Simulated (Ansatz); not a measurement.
## Nudged elastic band run: CH6BCl

Input:

```yaml
crystal:
  periodic: [false, false, false]
  atoms:
    - { symbol: B, position_ang: [0.00965, -0.0123, 0.34499] }
    - { symbol: C, position_ang: [0.106429, 0.361105, 1.871293] }
    - { symbol: H, position_ang: [-0.77866, 0.100138, 2.488076] }
    - { symbol: H, position_ang: [1.030027, 0.019019, 2.379572] }
    - { symbol: H, position_ang: [0.152172, 1.478073, 1.870608] }
    - { symbol: H, position_ang: [1.018021, -0.010797, -0.343949] }
    - { symbol: H, position_ang: [-1.063608, 0.028167, -0.236213] }
    - { symbol: Cl, position_ang: [0.014552, -2.535704, 0.443491] }
    - { symbol: H, position_ang: [-0.922582, -2.6145, 1.341732] }
basis:
  gaussian: { orbitals: def2-SVP }
hamiltonian:
  xc: pbe
neb:
  order_check: false
  images: 9
  f_tol: 0.05
  max_iterations: 60
  final_atoms:
    - { symbol: B, position_ang: [-0.06041917, -0.68962458, -0.81352564] }
    - { symbol: C, position_ang: [-0.03070388, 0.03476088, 2.67687644] }
    - { symbol: H, position_ang: [-0.95359109, 0.2835213, 3.23374227] }
    - { symbol: H, position_ang: [0.8409776, 0.10336424, 3.35480283] }
    - { symbol: H, position_ang: [0.0979981, 0.75221896, 1.84294599] }
    - { symbol: H, position_ang: [1.04387851, -0.1942263, -0.87015067] }
    - { symbol: H, position_ang: [-1.08984982, -0.05254571, -0.85865928] }
    - { symbol: Cl, position_ang: [-0.17529329, -2.4300364, -0.68466274] }
    - { symbol: H, position_ang: [-0.10699595, -0.99423139, 2.2782308] }
  initial_path:
    images:
      - { positions_ang: [[0.00965, -0.0123, 0.34499], [0.106429, 0.361105, 1.871293], [-0.77866, 0.100138, 2.488076], [1.030027, 0.019019, 2.379572], [0.152172, 1.478073, 1.870608], [1.018021, -0.010797, -0.343949], [-1.063608, 0.028167, -0.236213], [0.014552, -2.535704, 0.443491], [-0.922582, -2.6145, 1.341732]] }
      - { positions_ang: [[0.00055389, -0.02214009, 0.27230652], [0.08384947, 0.2983422, 1.88269722], [-0.81944614, 0.02163405, 2.45708859], [0.98466555, -0.10500471, 2.36834892], [0.15707787, 1.40193149, 1.94408426], [1.01124599, -0.01684605, -0.4013493], [-1.06563148, -0.00713628, -0.30775354], [-0.02718744, -2.44117926, 0.51040411], [-0.75912671, -2.31640034, 1.43377323]] }
      - { positions_ang: [[-0.00854223, -0.03198019, 0.19962305], [0.06126994, 0.2355794, 1.89410143], [-0.86023229, -0.0568699, 2.42610117], [0.9393041, -0.22902842, 2.35712584], [0.16198374, 1.32578998, 2.01756053], [1.00447099, -0.0228951, -0.4587496], [-1.06765496, -0.04243956, -0.37929408], [-0.06892688, -2.34665452, 0.57731721], [-0.59567141, -2.01830069, 1.52581445]] }
      - { positions_ang: [[-0.01763834, -0.04182028, 0.12693957], [0.03869042, 0.1728166, 1.90550565], [-0.90101843, -0.13537386, 2.39511376], [0.89394265, -0.35305213, 2.34590277], [0.1668896, 1.24964847, 2.09103679], [0.99769598, -0.02894415, -0.5161499], [-1.06967845, -0.07774284, -0.45083462], [-0.11066632, -2.25212979, 0.64423032], [-0.43221612, -1.72020103, 1.61785568]] }
      - { positions_ang: [[-0.02673446, -0.05166038, 0.0542561], [0.01611089, 0.1100538, 1.91690986], [-0.94180457, -0.21387781, 2.36412635], [0.8485812, -0.47707584, 2.33467969], [0.17179547, 1.17350696, 2.16451305], [0.99092097, -0.03499319, -0.5735502], [-1.07170193, -0.11304612, -0.52237516], [-0.15240576, -2.15760505, 0.71114342], [-0.26876083, -1.42210138, 1.7098969]] }
      - { positions_ang: [[-0.03583057, -0.06150047, -0.01842738], [-0.00646864, 0.047291, 1.92831408], [-0.98259071, -0.29238176, 2.33313893], [0.80321976, -0.60109955, 2.32345661], [0.17670134, 1.09736545, 2.23798932], [0.98414596, -0.04104224, -0.63095051], [-1.07372541, -0.1483494, -0.59391571], [-0.19414519, -2.06308031, 0.77805653], [-0.10530553, -1.12400172, 1.80193813]] }
      - { positions_ang: [[-0.04074829, -0.18712529, -0.17744703], [-0.01131569, 0.04478498, 2.07802655], [-0.97679079, -0.17720115, 2.5132596], [0.81077132, -0.46020679, 2.52972585], [0.16096069, 1.02833615, 2.15898065], [0.99609247, -0.07167905, -0.67879054], [-1.07695029, -0.12918866, -0.64686442], [-0.19037481, -2.13647153, 0.48551268], [-0.10564362, -1.09804765, 1.89719666]] }
      - { positions_ang: [[-0.04566601, -0.31275012, -0.33646668], [-0.01616273, 0.04227895, 2.22773902], [-0.97099086, -0.06202053, 2.69338027], [0.81832289, -0.31931403, 2.7359951], [0.14522005, 0.95930685, 2.07997198], [1.00803898, -0.10231587, -0.72663057], [-1.08017518, -0.11002792, -0.69981314], [-0.18660443, -2.20986275, 0.19296882], [-0.1059817, -1.07209359, 1.9924552]] }
      - { positions_ang: [[-0.05058373, -0.43837494, -0.49548634], [-0.02100978, 0.03977293, 2.3774515], [-0.96519094, 0.05316008, 2.87350093], [0.82587446, -0.17842127, 2.94226434], [0.1294794, 0.89027756, 2.00096332], [1.01998549, -0.13295268, -0.7744706], [-1.08340006, -0.09086719, -0.75276185], [-0.18283405, -2.28325396, -0.09957503], [-0.10631978, -1.04613952, 2.08771373]] }
      - { positions_ang: [[-0.05550145, -0.56399976, -0.65450599], [-0.02585683, 0.0372669, 2.52716397], [-0.95939101, 0.16834069, 3.0536216], [0.83342603, -0.03752852, 3.14853358], [0.11373875, 0.82124826, 1.92195465], [1.031932, -0.16358949, -0.82231064], [-1.08662494, -0.07170645, -0.80571057], [-0.17906367, -2.35664518, -0.39211889], [-0.10665786, -1.02018546, 2.18297227]] }
      - { positions_ang: [[-0.06041917, -0.68962458, -0.81352564], [-0.03070388, 0.03476088, 2.67687644], [-0.95359109, 0.2835213, 3.23374227], [0.8409776, 0.10336424, 3.35480283], [0.0979981, 0.75221896, 1.84294599], [1.04387851, -0.1942263, -0.87015067], [-1.08984982, -0.05254571, -0.85865928], [-0.17529329, -2.4300364, -0.68466274], [-0.10699595, -0.99423139, 2.2782308]] }
```

Run as:

```bash
$ ansatz run input.yaml --threads 1 --pin off --max-ram 2048MiB --backend cpu --events-out ev --progress --plain --runs-dir out
```

Output, in part (warnings, iteration lines, the closing report on the highest movable image, with atoms numbered from 0):

```
NEB end point (image 0): max|allowed force component| = 2.415e-2 eV/Å (the criterion of neb.relax_end_points is 1.000e-2)
NEB end point (image 10): max|allowed force component| = 2.213e-2 eV/Å (the criterion of neb.relax_end_points is 1.000e-2)
NEB iter   1: max|band force component| = 8.690e0 eV/Å  barrier→ = 3.1063 eV  barrier← = 4.0535 eV  Δτ_max = 0.1971 Å  (283 SCF iters)
NEB iter   2: max|band force component| = 2.705e0 eV/Å  barrier→ = 1.5113 eV  barrier← = 2.4584 eV  Δτ_max = 0.1999 Å  (279 SCF iters)
NEB iter   3: max|band force component| = 1.771e0 eV/Å  barrier→ = 0.8858 eV  barrier← = 1.8329 eV  Δτ_max = 0.2000 Å  (254 SCF iters)
NEB iter   4: max|band force component| = 2.589e0 eV/Å  barrier→ = 0.6295 eV  barrier← = 1.5767 eV  Δτ_max = 0.1046 Å  (262 SCF iters)
NEB iter   5: max|band force component| = 1.663e0 eV/Å  barrier→ = 0.4938 eV  barrier← = 1.4409 eV  Δτ_max = 0.1032 Å  (240 SCF iters)
NEB iter   6: max|band force component| = 1.068e0 eV/Å  barrier→ = 0.3822 eV  barrier← = 1.3293 eV  Δτ_max = 0.1021 Å  (242 SCF iters)
NEB iter   7: max|band force component| = 1.431e0 eV/Å  barrier→ = 0.3170 eV  barrier← = 1.2642 eV  Δτ_max = 0.0502 Å  (240 SCF iters)
NEB iter   8: max|band force component| = 6.230e-1 eV/Å  barrier→ = 0.2871 eV  barrier← = 1.2343 eV  Δτ_max = 0.0942 Å  (243 SCF iters)
NEB iter   9: max|band force component| = 3.897e-1 eV/Å  barrier→ = 0.2565 eV  barrier← = 1.2037 eV  CI = image 4  Δτ_max = 0.1014 Å  (242 SCF iters)
NEB iter  10: max|band force component| = 2.691e-1 eV/Å  barrier→ = 0.3189 eV  barrier← = 1.2661 eV  CI = image 4  Δτ_max = 0.0802 Å  (242 SCF iters)
NEB iter  11: max|band force component| = 2.746e-1 eV/Å  barrier→ = 0.3490 eV  barrier← = 1.2961 eV  CI = image 4  Δτ_max = 0.0397 Å  (239 SCF iters)
NEB iter  12: max|band force component| = 4.345e-1 eV/Å  barrier→ = 0.3509 eV  barrier← = 1.2981 eV  CI = image 4  Δτ_max = 0.0200 Å  (241 SCF iters)
NEB iter  13: max|band force component| = 8.370e-2 eV/Å  barrier→ = 0.3501 eV  barrier← = 1.2973 eV  CI = image 4  Δτ_max = 0.0308 Å  (244 SCF iters)
NEB iter  14: max|band force component| = 6.167e-2 eV/Å  barrier→ = 0.3490 eV  barrier← = 1.2962 eV  CI = image 4  Δτ_max = 0.0400 Å  (240 SCF iters)
NEB iter  15: max|band force component| = 2.448e-1 eV/Å  barrier→ = 0.3485 eV  barrier← = 1.2956 eV  CI = image 4  Δτ_max = 0.0200 Å  (230 SCF iters)
NEB iter  16: max|band force component| = 7.118e-2 eV/Å  barrier→ = 0.3480 eV  barrier← = 1.2952 eV  CI = image 4  Δτ_max = 0.0402 Å  (244 SCF iters)
NEB iter  17: max|band force component| = 2.484e-1 eV/Å  barrier→ = 0.3476 eV  barrier← = 1.2948 eV  CI = image 4  Δτ_max = 0.0200 Å  (250 SCF iters)
NEB iter  18: max|band force component| = 7.368e-2 eV/Å  barrier→ = 0.3475 eV  barrier← = 1.2946 eV  CI = image 4  Δτ_max = 0.0399 Å  (242 SCF iters)
NEB iter  19: max|band force component| = 8.155e-2 eV/Å  barrier→ = 0.3474 eV  barrier← = 1.2945 eV  CI = image 4  Δτ_max = 0.0200 Å  (236 SCF iters)
NEB iter  20: max|band force component| = 3.898e-2 eV/Å  barrier→ = 0.3474 eV  barrier← = 1.2945 eV  CI = image 4  Δτ_max = 0.0000 Å  (448 SCF iters)
Total energy: -14319.39961822 eV, -526.2282299318 hartree
Atom 0 at    -0.041869    -0.292632     0.269527 Å, force     0.002142     0.003048    -0.000190 eV/Å
Atom 1 at    -0.013431     0.069306     1.918449 Å, force     0.001710    -0.001755    -0.001771 eV/Å
Atom 2 at    -0.942230    -0.065124     2.507653 Å, force     0.000136     0.000278     0.001103 eV/Å
Atom 3 at     0.867110    -0.234821     2.519030 Å, force     0.000111     0.000386    -0.000566 eV/Å
Atom 4 at     0.092404     1.162707     1.739985 Å, force    -0.001109     0.000597     0.000278 eV/Å
Atom 5 at     1.039741    -0.130681    -0.250990 Å, force    -0.000185    -0.000109    -0.000021 eV/Å
Atom 6 at    -1.076830     0.056673    -0.253714 Å, force    -0.000209    -0.000324     0.000004 eV/Å
Atom 7 at    -0.230640    -2.440751     0.360563 Å, force     0.000743    -0.002085    -0.000598 eV/Å
Atom 8 at    -0.128255    -1.311476     1.349097 Å, force    -0.003338    -0.000037     0.001760 eV/Å
Dipole moment:     0.017510     0.196011     0.413548 e Å
```

The run converged. A vibrational analysis at the climbing image gives one clearly imaginary mode, 641i cm⁻¹: a first-order saddle point. The orbitals stay closed-shell, which can raise the energy where a bond breaks towards radicals; this wasn't checked here.

Final band (atoms are numbered from 1 in the order of the input):

| image | path coordinate (Å) | energy (kJ/mol) | B1–C2 (Å) | Cl8–H9 (Å) | B1–Cl8 (Å) |
| --- | --- | --- | --- | --- | --- |
| 0 | 0.00 | 0.0 | 1.57 | 1.30 | 2.53 |
| 1 | 0.55 | 0.9 | 1.58 | 1.30 | 2.57 |
| 2 | 1.09 | 4.4 | 1.58 | 1.30 | 2.63 |
| 3 | 1.64 | 13.4 | 1.59 | 1.32 | 2.56 |
| 4 | 2.18 | 33.5 | 1.69 | 1.50 | 2.16 |
| 5 | 2.67 | -10.6 | 1.95 | 1.90 | 1.93 |
| 6 | 3.16 | -58.9 | 2.34 | 2.23 | 1.81 |
| 7 | 3.64 | -80.2 | 2.70 | 2.55 | 1.77 |
| 8 | 4.13 | -88.3 | 3.04 | 2.86 | 1.76 |
| 9 | 4.62 | -90.9 | 3.34 | 3.13 | 1.75 |
| 10 | 5.10 | -91.4 | 3.56 | 3.29 | 1.75 |

Time of the run: 5.1 min on 1 thread of Arm Neoverse V2, on a shared host, peak memory 0.14 GiB.
